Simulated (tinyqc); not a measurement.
CCSD on RHF in the sto-6g basis, frozen core, for H2O, spin multiplicity 1, step by step. Computed by tinyqc, a small Python program that keeps every step (integrals from PySCF). Settings: charge = 0, multiplicity = 1, basis = sto-6g, method = RHF, frozen orbitals = 1, energy threshold = 1e-10, iteration cap = 77, orthogonalisation = symmetric, start = atomic densities, DIIS depth = 6, amplitude equations = CCSD, DIIS depth for amplitudes = 4, cap on updates = 56. Command: `OMP_NUM_THREADS=1 python tinyqc.py 24174 24175 out.jsonl` (the two numbers bound the seeds that draw the settings). One thread of a shared host (Intel(R) Xeon(R) Processor @ 2.60GHz), about 0.3 s of CPU time with the checks. The early iterations of the SCF are left out here.

## One-electron integrals

Geometry (angstrom):
```
atom        x         y        z
O     0.00000   0.00000  0.00000
H     0.00000   0.79800  0.77000
H     0.00000  -0.79800  0.77000
```

Basis sto-6g: exponents (1/bohr^2) and contraction coefficients of normalised primitives:
```
element  l (shell)    exponent  coefficient
O            s (1)  1355.58423      0.00916
O            s (1)   248.54489      0.04936
O            s (1)    69.53390      0.16854
O            s (1)    23.88677      0.37056
O            s (1)     9.27593      0.41649
O            s (1)     3.82034      0.13033
O            s (2)    52.18776     -0.01325
O            s (2)    10.32932     -0.04699
O            s (2)     3.21034     -0.03379
O            s (2)     1.23514      0.25024
O            s (2)     0.53642      0.59512
O            s (2)     0.24588      0.24071
O            p (3)    52.18776      0.00376
O            p (3)    10.32932      0.03768
O            p (3)     3.21034      0.17390
O            p (3)     1.23514      0.41804
O            p (3)     0.53642      0.42586
O            p (3)     0.24588      0.10171
H            s (1)    35.52322      0.00916
H            s (1)     6.51314      0.04936
H            s (1)     1.82214      0.16854
H            s (1)     0.62596      0.37056
H            s (1)     0.24308      0.41649
H            s (1)     0.10011      0.13033
```

Overlap, kinetic and nuclear-attraction integrals over the contracted functions; the nuclear repulsion is the sum of Za Zb / Rab.

nuclear repulsion = 7.9667718 hartree

overlap S, order 1O 1s, 1O 2s, 1O 2px, 1O 2py, 1O 2pz, 2H 1s, 3H 1s:
```
[[1.00000, 0.23114, 0.00000, 0.00000, 0.00000, 0.03909, 0.03909],
 [0.23114, 1.00000, 0.00000, 0.00000, 0.00000, 0.38321, 0.38321],
 [0.00000, 0.00000, 1.00000, 0.00000, 0.00000, 0.00000, 0.00000],
 [0.00000, 0.00000, 0.00000, 1.00000, 0.00000, 0.24228, -0.24228],
 [0.00000, 0.00000, 0.00000, 0.00000, 1.00000, 0.23378, 0.23378],
 [0.03909, 0.38321, 0.00000, 0.24228, 0.23378, 1.00000, 0.22338],
 [0.03909, 0.38321, 0.00000, -0.24228, 0.23378, 0.22338, 1.00000]]
```

kinetic energy T (hartree), order 1O 1s, 1O 2s, 1O 2px, 1O 2py, 1O 2pz, 2H 1s, 3H 1s:
```
[[29.32720, -0.89602, 0.00000, 0.00000, 0.00000, -0.00594, -0.00594],
 [-0.89602, 0.84262, 0.00000, 0.00000, 0.00000, 0.06658, 0.06658],
 [0.00000, 0.00000, 2.53131, 0.00000, 0.00000, 0.00000, 0.00000],
 [0.00000, 0.00000, 0.00000, 2.53131, 0.00000, 0.12981, -0.12981],
 [0.00000, 0.00000, 0.00000, 0.00000, 2.53131, 0.12525, 0.12525],
 [-0.00594, 0.06658, 0.00000, 0.12981, 0.12525, 0.76852, 0.00146],
 [-0.00594, 0.06658, 0.00000, -0.12981, 0.12525, 0.00146, 0.76852]]
```

nuclear attraction V (hartree), order 1O 1s, 1O 2s, 1O 2px, 1O 2py, 1O 2pz, 2H 1s, 3H 1s:
```
[[-62.21272, -6.37189, 0.00000, 0.00000, -0.01699, -1.23178, -1.23178],
 [-6.37189, -9.94975, 0.00000, 0.00000, -0.19671, -2.93827, -2.93827],
 [0.00000, 0.00000, -9.89033, 0.00000, 0.00000, 0.00000, 0.00000],
 [0.00000, 0.00000, 0.00000, -9.98200, 0.00000, -1.63929, 1.63929],
 [-0.01699, -0.19671, 0.00000, 0.00000, -9.97568, -1.64183, -1.64183],
 [-1.23178, -2.93827, 0.00000, -1.63929, -1.64183, -5.31184, -1.27717],
 [-1.23178, -2.93827, 0.00000, 1.63929, -1.64183, -1.27717, -5.31184]]
```

core Hamiltonian H = T + V (hartree), order 1O 1s, 1O 2s, 1O 2px, 1O 2py, 1O 2pz, 2H 1s, 3H 1s:
```
[[-32.88552, -7.26791, 0.00000, 0.00000, -0.01699, -1.23773, -1.23773],
 [-7.26791, -9.10713, 0.00000, 0.00000, -0.19671, -2.87169, -2.87169],
 [0.00000, 0.00000, -7.35903, 0.00000, 0.00000, 0.00000, 0.00000],
 [0.00000, 0.00000, 0.00000, -7.45070, 0.00000, -1.50948, 1.50948],
 [-0.01699, -0.19671, 0.00000, 0.00000, -7.44438, -1.51658, -1.51658],
 [-1.23773, -2.87169, 0.00000, -1.50948, -1.51658, -4.54332, -1.27571],
 [-1.23773, -2.87169, 0.00000, 1.50948, -1.51658, -1.27571, -4.54332]]
```

## Two-electron integrals

Functions are numbered as in S; the eight-fold symmetry (ij|kl) = (ji|kl) = (kl|ij) leaves the list below.

Two-electron integrals (ij|kl) in chemists' order, unique and non-zero (hartree):
```
(11|11) 4.78749    (21|11) 0.67588    (21|21) 0.12150    (22|11) 1.11738
(22|21) 0.24921    (22|22) 0.81738    (31|31) 0.02576    (32|31) 0.03914
(32|32) 0.18066    (33|11) 1.11738    (33|21) 0.24921    (33|22) 0.81738
(33|33) 0.88066    (41|41) 0.02576    (42|41) 0.03914    (42|42) 0.18066
(43|43) 0.04746    (44|11) 1.11738    (44|21) 0.24921    (44|22) 0.81738
(44|33) 0.78574    (44|44) 0.88066    (51|51) 0.02576    (52|51) 0.03914
(52|52) 0.18066    (53|53) 0.04746    (54|54) 0.04746    (55|11) 1.11738
(55|21) 0.24921    (55|22) 0.81738    (55|33) 0.78574    (55|44) 0.78574
(55|55) 0.88066    (61|11) 0.12171    (61|21) 0.02098    (61|22) 0.04212
(61|33) 0.04203    (61|41) 0.00074    (61|42) 0.00145    (61|44) 0.04217
(61|51) 0.00071    (61|52) 0.00140    (61|54) 0.00013    (61|55) 0.04216
(61|61) 0.00369    (62|11) 0.30884    (62|21) 0.06991    (62|22) 0.25552
(62|33) 0.25119    (62|41) 0.00404    (62|42) 0.03040    (62|44) 0.25792
(62|51) 0.00390    (62|52) 0.02933    (62|54) 0.00649    (62|55) 0.25745
(62|61) 0.01215    (62|62) 0.10134    (63|31) 0.00759    (63|32) 0.04332
(63|43) 0.00621    (63|53) 0.00599    (63|63) 0.01397    (64|11) 0.16497
(64|21) 0.03786    (64|22) 0.14755    (64|33) 0.14100    (64|41) 0.00948
(64|42) 0.05969    (64|44) 0.15715    (64|51) 0.00182    (64|52) 0.01580
(64|54) 0.00960    (64|55) 0.14448    (64|61) 0.00686    (64|62) 0.07113
(64|64) 0.06329    (65|11) 0.15918    (65|21) 0.03653    (65|22) 0.14237
(65|33) 0.13605    (65|41) 0.00182    (65|42) 0.01580    (65|44) 0.13966
(65|51) 0.00935    (65|52) 0.05856    (65|54) 0.00969    (65|55) 0.15139
(65|61) 0.00662    (65|62) 0.06863    (65|64) 0.04759    (65|65) 0.05989
(66|11) 0.46733    (66|21) 0.10775    (66|22) 0.45171    (66|33) 0.43415
(66|41) 0.00772    (66|42) 0.08041    (66|44) 0.46143    (66|51) 0.00745
(66|52) 0.07759    (66|54) 0.02632    (66|55) 0.45955    (66|61) 0.01889
(66|62) 0.23219    (66|64) 0.18577    (66|65) 0.17925    (66|66) 0.77500
(71|11) 0.12171    (71|21) 0.02098    (71|22) 0.04212    (71|33) 0.04203
(71|41) -0.00074   (71|42) -0.00145   (71|44) 0.04217    (71|51) 0.00071
(71|52) 0.00140    (71|54) -0.00013   (71|55) 0.04216    (71|61) 0.00365
(71|62) 0.01180    (71|64) 0.00609    (71|65) 0.00644    (71|66) 0.01818
(71|71) 0.00369    (72|11) 0.30884    (72|21) 0.06991    (72|22) 0.25552
(72|33) 0.25119    (72|41) -0.00404   (72|42) -0.03040   (72|44) 0.25792
(72|51) 0.00390    (72|52) 0.02933    (72|54) -0.00649   (72|55) 0.25745
(72|61) 0.01180    (72|62) 0.08327    (72|64) 0.04028    (72|65) 0.05499
(72|66) 0.15711    (72|71) 0.01215    (72|72) 0.10134    (73|31) 0.00759
(73|32) 0.04332    (73|43) -0.00621   (73|53) 0.00599    (73|63) 0.01115
(73|73) 0.01397    (74|11) -0.16497   (74|21) -0.03786   (74|22) -0.14755
(74|33) -0.14100   (74|41) 0.00948    (74|42) 0.05969    (74|44) -0.15715
(74|51) -0.00182   (74|52) -0.01580   (74|54) 0.00960    (74|55) -0.14448
(74|61) -0.00609   (74|62) -0.04028   (74|64) -0.00881   (74|65) -0.02603
(74|66) -0.06802   (74|71) -0.00686   (74|72) -0.07113   (74|74) 0.06329
(75|11) 0.15918    (75|21) 0.03653    (75|22) 0.14237    (75|33) 0.13605
(75|41) -0.00182   (75|42) -0.01580   (75|44) 0.13966    (75|51) 0.00935
(75|52) 0.05856    (75|54) -0.00969   (75|55) 0.15139    (75|61) 0.00644
(75|62) 0.05499    (75|64) 0.02603    (75|65) 0.04686    (75|66) 0.11353
(75|71) 0.00662    (75|72) 0.06863    (75|74) -0.04759   (75|75) 0.05989
(76|11) 0.12437    (76|21) 0.02850    (76|22) 0.11433    (76|33) 0.11135
(76|44) 0.11312    (76|51) 0.00239    (76|52) 0.02195    (76|55) 0.11851
(76|61) 0.00492    (76|62) 0.04683    (76|64) 0.02838    (76|65) 0.03565
(76|66) 0.11632    (76|71) 0.00492    (76|72) 0.04683    (76|74) -0.02838
(76|75) 0.03565    (76|76) 0.02768    (77|11) 0.46733    (77|21) 0.10775
(77|22) 0.45171    (77|33) 0.43415    (77|41) -0.00772   (77|42) -0.08041
(77|44) 0.46143    (77|51) 0.00745    (77|52) 0.07759    (77|54) -0.02632
(77|55) 0.45955    (77|61) 0.01818    (77|62) 0.15711    (77|64) 0.06802
(77|65) 0.11353    (77|66) 0.32682    (77|71) 0.01889    (77|72) 0.23219
(77|74) -0.18577   (77|75) 0.17925    (77|76) 0.11632    (77|77) 0.77500
```

## Orthogonalisation

S = U s U^T; symmetric (Loewdin) form X = U s^(-1/2) U^T, so that X^T S X = 1.

eigenvalues of S: [0.44098, 0.52793, 0.87949, 1.00000, 1.10923, 1.24870, 1.79368]

X, order 1O 1s, 1O 2s, 1O 2px, 1O 2py, 1O 2pz, 2H 1s, 3H 1s:
```
[[1.02229, -0.13212, 0.00000, 0.00000, -0.00745, 0.01679, 0.01679],
 [-0.13212, 1.15065, 0.00000, 0.00000, 0.07755, -0.21489, -0.21489],
 [0.00000, 0.00000, 1.00000, 0.00000, 0.00000, 0.00000, 0.00000],
 [0.00000, 0.00000, 0.00000, 1.06100, 0.00000, -0.16182, 0.16182],
 [-0.00745, 0.07755, 0.00000, 0.00000, 1.04634, -0.12885, -0.12885],
 [0.01679, -0.21489, 0.00000, -0.16182, -0.12885, 1.12964, -0.08055],
 [0.01679, -0.21489, 0.00000, 0.16182, -0.12885, -0.08055, 1.12964]]
```

## Iteration 8 (converged): orbitals

converged F (hartree), order 1O 1s, 1O 2s, 1O 2px, 1O 2py, 1O 2pz, 2H 1s, 3H 1s:
```
[[-20.53417, -4.96619, 0.00000, 0.00000, -0.02471, -0.84769, -0.84769],
 [-4.96619, -2.31380, 0.00000, 0.00000, -0.08027, -0.78696, -0.78696],
 [0.00000, 0.00000, -0.39998, 0.00000, 0.00000, 0.00000, 0.00000],
 [0.00000, 0.00000, 0.00000, -0.23935, 0.00000, -0.33134, 0.33134],
 [-0.02471, -0.08027, 0.00000, 0.00000, -0.27964, -0.35637, -0.35637],
 [-0.84769, -0.78696, 0.00000, -0.33134, -0.35637, -0.42128, -0.29525],
 [-0.84769, -0.78696, 0.00000, 0.33134, -0.35637, -0.29525, -0.42128]]
```

Diagonalise F' = X^T F X, C = X C', fill 5 alpha and 5 beta electrons from the bottom; D = 2 C_occ C_occ^T. Each column has its largest component positive (the first on a tie).

F' = X^T F X (hartree):
```
[[-20.20976, -2.49917, 0.00000, 0.00000, -0.04700, -0.11779, -0.11779],
 [-2.49917, -1.28774, 0.00000, 0.00000, 0.10611, -0.38991, -0.38991],
 [0.00000, 0.00000, -0.39998, 0.00000, 0.00000, 0.00000, 0.00000],
 [0.00000, 0.00000, 0.00000, -0.04848, 0.00000, -0.37702, 0.37702],
 [-0.04700, 0.10611, 0.00000, 0.00000, -0.13152, -0.32067, -0.32067],
 [-0.11779, -0.38991, 0.00000, -0.37702, -0.32067, -0.02755, -0.08999],
 [-0.11779, -0.38991, 0.00000, 0.37702, -0.32067, -0.08999, -0.02755]]
```

orbital energies (hartree): [-20.53709, -1.22385, -0.52909, -0.46593, -0.39998, 0.48029, 0.54305]

coefficients C, order 1O 1s, 1O 2s, 1O 2px, 1O 2py, 1O 2pz, 2H 1s, 3H 1s:
```
[[0.99688, -0.22745, 0.00000, 0.09072, 0.00000, -0.09705, 0.00000],
 [0.01411, 0.89033, 0.00000, -0.49566, 0.00000, 0.63344, 0.00000],
 [0.00000, 0.00000, 0.00000, 0.00000, 1.00000, 0.00000, 0.00000],
 [0.00000, 0.00000, 0.63487, 0.00000, 0.00000, 0.00000, 0.88036],
 [0.00246, 0.09023, 0.00000, 0.71116, 0.00000, 0.78752, 0.00000],
 [-0.00271, 0.13771, 0.45274, 0.34356, 0.00000, -0.69018, -0.74397],
 [-0.00271, 0.13771, -0.45274, 0.34356, 0.00000, -0.69018, 0.74397]]
```

D after iteration 8, order 1O 1s, 1O 2s, 1O 2px, 1O 2py, 1O 2pz, 2H 1s, 3H 1s:
```
[[2.10746, -0.46683, 0.00000, 0.00000, 0.09289, -0.00571, -0.00571],
 [-0.46683, 2.07713, 0.00000, 0.00000, -0.54424, -0.09545, -0.09545],
 [0.00000, 0.00000, 2.00000, 0.00000, 0.00000, 0.00000, 0.00000],
 [0.00000, 0.00000, 0.00000, 0.80612, 0.00000, 0.57486, -0.57486],
 [0.09289, -0.54424, 0.00000, 0.00000, 1.02779, 0.51350, 0.51350],
 [-0.00571, -0.09545, 0.00000, 0.57486, 0.51350, 0.68396, -0.13594],
 [-0.00571, -0.09545, 0.00000, -0.57486, 0.51350, -0.13594, 0.68396]]
```

## Convergence

Stop when the energy changes by less than 1e-10 hartree and every element of the error matrix X^T (F D S - S D F) X is below 3e-06.

Course of the cycle:
```
iteration  E (hartree)     change  largest element of the error matrix
1          -75.8817984          -                             9.71e-01
2          -75.6011334   2.81e-01                             2.03e-01
3          -75.6524687  -5.13e-02                             3.22e-02
4          -75.6540341  -1.57e-03                             4.29e-03
5          -75.6540670  -3.29e-05                             4.27e-04
6          -75.6540678  -7.16e-07                             1.22e-04
7          -75.6540678  -5.93e-08                             3.50e-07
8          -75.6540678  -1.99e-13                             7.53e-10
```

PySCF RHF in the same basis = -75.6540678 hartree

Converged in 8 iterations.

## Integrals over molecular orbitals

(pq|rs) = sum C_ip C_jq C_kr C_ls (ij|kl), one index at a time.

one-electron integrals over orbitals h = C^T H C (hartree):
```
[[-32.87302, 0.57644, 0.00000, -0.22404, 0.00000, 0.24874, 0.00000],
 [0.57644, -7.61766, 0.00000, 0.55633, 0.00000, -1.22313, 0.00000],
 [0.00000, 0.00000, -6.07814, 0.00000, 0.00000, 0.00000, -1.74041],
 [-0.22404, 0.55633, 0.00000, -6.53706, 0.00000, -1.34894, 0.00000],
 [0.00000, 0.00000, 0.00000, 0.00000, -7.35903, 0.00000, 0.00000],
 [0.24874, -1.22313, 0.00000, -1.34894, 0.00000, -5.43724, 0.00000],
 [0.00000, 0.00000, -1.74041, 0.00000, 0.00000, 0.00000, -5.43713]]
```

Two-electron integrals over orbitals (pq|rs), unique and non-zero (hartree); the lowest 1 orbital is frozen and left out:
```
(22|22) 0.72864    (32|32) 0.13001    (33|22) 0.62485    (33|33) 0.60249
(42|22) -0.02528   (42|33) 0.00112    (42|42) 0.12932    (43|32) 0.02386
(43|43) 0.05726    (44|22) 0.65383    (44|33) 0.56993    (44|42) -0.08865
(44|44) 0.68594    (52|52) 0.15062    (53|53) 0.02742    (54|52) -0.04613
(54|54) 0.04830    (55|22) 0.75657    (55|33) 0.61114    (55|42) -0.08456
(55|44) 0.68087    (55|55) 0.88066    (62|22) 0.13395    (62|33) 0.07270
(62|42) 0.03174    (62|44) 0.05690    (62|55) 0.14010    (62|62) 0.09768
(63|32) -0.02804   (63|43) -0.03425   (63|63) 0.06636    (64|22) 0.12855
(64|33) 0.05330    (64|42) -0.06073   (64|44) 0.13111    (64|55) 0.15439
(64|62) 0.05556    (64|64) 0.10578    (65|52) 0.04909    (65|54) 0.00625
(65|65) 0.03455    (66|22) 0.60814    (66|33) 0.55802    (66|42) 0.04278
(66|44) 0.55461    (66|55) 0.59107    (66|62) 0.09900    (66|64) 0.05686
(66|66) 0.59583    (72|32) 0.05291    (72|43) -0.03378   (72|63) 0.03086
(72|72) 0.06602    (73|22) 0.16057    (73|33) 0.09136    (73|42) -0.08470
(73|44) 0.13177    (73|55) 0.20091    (73|62) 0.06636    (73|64) 0.10765
(73|66) 0.04711    (73|73) 0.16426    (74|32) -0.07506   (74|43) -0.01595
(74|63) 0.05255    (74|72) -0.01467   (74|74) 0.07486    (75|53) 0.02371
(75|75) 0.02364    (76|32) 0.08111    (76|43) 0.06165    (76|63) -0.05774
(76|72) -0.00794   (76|74) -0.06301   (76|76) 0.10883    (77|22) 0.60143
(77|33) 0.58326    (77|42) -0.01217   (77|44) 0.56891    (77|55) 0.59691
(77|62) 0.05873    (77|64) 0.04447    (77|66) 0.55542    (77|73) 0.08079
(77|77) 0.58840
```

## CCSD: starting amplitudes

t_ij^ab = <ij||ab> / (e_i + e_j - e_a - e_b), whose energy is MP2.

Starting amplitudes (spin orbitals 1a, 1b, ...; amplitudes related by a flip of all spins are not repeated):
```
from      to         t
3a 3b  7a 7b  -0.07661
4a 4b  6a 6b  -0.05589
3a 4b  6b 7a   0.05334
4a 4b  7a 7b  -0.03710
3a 3b  6a 6b  -0.03287
2a 2b  6a 6b  -0.02866
3a 4a  6a 7a   0.02730
3a 4b  6a 7b  -0.02604
2a 3b  6a 7b  -0.02390
2a 4b  6a 6b  -0.02096
5a 5b  6a 6b  -0.01962
2a 2b  7a 7b  -0.01868
2a 3a  6a 7a  -0.01279
5a 5b  7a 7b  -0.01254
2a 3b  6b 7a   0.01111
2a 4b  7a 7b   0.00528
```

correlation energy = -0.0529396 hartree

## CCSD: amplitude update 1

t_i^a D_i^a and t_ij^ab D_ij^ab are set to the remaining terms of the spin-orbital equations, evaluated with the old amplitudes; for the doubles these are <ij||ab> + 1/2 <ab||ef> t_ij^ef + 1/2 <mn||ij> t_mn^ab + P(ij)P(ab) <mb||ej> t_im^ae + terms in t^2 + terms with t1, D the orbital-energy denominators.

Amplitudes after update 1 (spin orbitals 1a, 1b, ...; amplitudes related by a flip of all spins are not repeated):
```
from      to         t
3a 3b  7a 7b  -0.09765
4a 4b  6a 6b  -0.06973
3a 4b  6b 7a   0.06801
4a 4b  7a 7b  -0.05005
3a 3b  6a 6b  -0.04659
3a 4b  6a 7b  -0.04100
2a 2b  6a 6b  -0.03220
2a 4b  6a 6b  -0.02974
2a 3b  6a 7b  -0.02965
3a 4a  6a 7a   0.02701
5a 5b  6a 6b  -0.02425
2a 2b  7a 7b  -0.01960
2a 3b  6b 7a   0.01798
5a 5b  7a 7b  -0.01322
2a 3a  6a 7a  -0.01167
4a        6a  -0.00837
3a        7a  -0.00485
2a 4b  7a 7b   0.00369
2a        6a   0.00183
```

correlation energy = -0.0670399 hartree

## CCSD: amplitude update 2

As before.

Amplitudes after update 2 (spin orbitals 1a, 1b, ...; amplitudes related by a flip of all spins are not repeated):
```
from      to         t
3a 3b  7a 7b  -0.10488
4a 4b  6a 6b  -0.07535
3a 4b  6b 7a   0.07316
4a 4b  7a 7b  -0.05530
3a 3b  6a 6b  -0.05214
3a 4b  6a 7b  -0.04871
2a 4b  6a 6b  -0.03286
2a 2b  6a 6b  -0.03261
2a 3b  6a 7b  -0.03082
5a 5b  6a 6b  -0.02566
3a 4a  6a 7a   0.02445
2a 3b  6b 7a   0.02091
2a 2b  7a 7b  -0.01902
5a 5b  7a 7b  -0.01273
4a        6a  -0.01253
2a 3a  6a 7a  -0.00991
3a        7a  -0.00602
2a        6a   0.00314
2a 4b  7a 7b   0.00270
```

correlation energy = -0.0717671 hartree

## CCSD: amplitude update 3

t_i^a D_i^a and t_ij^ab D_ij^ab are set to the remaining terms of the spin-orbital equations, evaluated with the old amplitudes; for the doubles these are <ij||ab> + 1/2 <ab||ef> t_ij^ef + 1/2 <mn||ij> t_mn^ab + P(ij)P(ab) <mb||ej> t_im^ae + terms in t^2 + terms with t1, D the orbital-energy denominators. DIIS then mixes the stored amplitudes.

DIIS coefficients: [-0.78065, 1.78065]

Amplitudes after update 3 (spin orbitals 1a, 1b, ...; amplitudes related by a flip of all spins are not repeated):
```
from      to         t
3a 3b  7a 7b  -0.11016
4a 4b  6a 6b  -0.08042
3a 4b  6b 7a   0.07690
4a 4b  7a 7b  -0.05912
3a 3b  6a 6b  -0.05574
3a 4b  6a 7b  -0.05541
2a 4b  6a 6b  -0.03502
2a 2b  6a 6b  -0.03260
2a 3b  6a 7b  -0.03116
5a 5b  6a 6b  -0.02646
2a 3b  6b 7a   0.02300
3a 4a  6a 7a   0.02149
2a 2b  7a 7b  -0.01820
4a        6a  -0.01630
5a 5b  7a 7b  -0.01200
2a 3a  6a 7a  -0.00815
3a        7a  -0.00628
2a        6a   0.00458
2a 4b  7a 7b   0.00190
```

correlation energy = -0.0750824 hartree

## CCSD: convergence

E_corr = 1/4 sum <ij||ab> t_ij^ab + 1/2 sum <ij||ab> t_i^a t_j^b; stop when the norm of the change is below 1e-8.

Course of the amplitude iterations:
```
update  correlation energy (hartree)  norm of the change
0                         -0.0529396                   -
1                         -0.0670399            9.54e-02
2                         -0.0717671            3.94e-02
3                         -0.0750824            1.78e-02
4                         -0.0750831            2.05e-03
5                         -0.0750973            6.14e-04
6                         -0.0750969            5.30e-05
7                         -0.0750966            1.97e-05
8                         -0.0750969            2.91e-06
9                         -0.0750970            7.81e-07
10                        -0.0750970            2.65e-07
11                        -0.0750969            7.43e-08
12                        -0.0750969            2.07e-08
13                        -0.0750969            7.88e-09
```

Converged amplitudes (spin orbitals 1a, 1b, ...; amplitudes related by a flip of all spins are not repeated):
```
from      to         t
3a 3b  7a 7b  -0.11053
4a 4b  6a 6b  -0.08163
3a 4b  6b 7a   0.07690
4a 4b  7a 7b  -0.05890
3a 4b  6a 7b  -0.05597
3a 3b  6a 6b  -0.05474
2a 4b  6a 6b  -0.03504
2a 2b  6a 6b  -0.03253
2a 3b  6a 7b  -0.03085
5a 5b  6a 6b  -0.02623
2a 3b  6b 7a   0.02285
3a 4a  6a 7a   0.02092
2a 2b  7a 7b  -0.01802
4a        6a  -0.01720
5a 5b  7a 7b  -0.01183
2a 3a  6a 7a  -0.00800
3a        7a  -0.00583
2a        6a   0.00498
2a 4b  7a 7b   0.00192
```

CCSD total energy = -75.7291648 hartree

T1 diagnostic, norm of the one-spin t1 over sqrt(correlated electrons) = 0.00666

Converged in 13 updates, with DIIS from the third.
